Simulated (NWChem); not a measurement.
Species: C3H8O; SMILES CCOC

```xyz
12

C      0.4799     1.5620     0.1351
C     -0.6191     0.5845    -0.2835
O     -0.5451    -0.6744     0.3675
C      0.4811    -1.5152    -0.1130
H      0.3149     2.5392    -0.3341
H      0.4760     1.6957     1.2221
H      1.4749     1.2146    -0.1637
H     -1.5998     0.9910    -0.0127
H     -0.6096     0.4451    -1.3783
H      1.4881    -1.1236     0.0972
H      0.3949    -1.6798    -1.2001
H      0.3706    -2.4757     0.3980
```
Atoms are numbered in this order, from 1.

Computed with NWChem. All runs use the structure optimised with B3LYP/6-31G* (spherical d). Ions are spin-unrestricted doublets at the neutral geometry; other ion states weren't tried.

For level PBE/def2-SVP:

```
Property                               Value
-------------------------------------  -----
vertical ionisation energy, ΔSCF (eV)   9.35
−ε(HOMO) (eV)                           5.52
```

How do the values read with level CAM-B3LYP/def2-SVP instead?

The vertical ionisation energy, ΔSCF (eV) comes out as 9.71 and the −ε(HOMO) (eV) is 8.60.
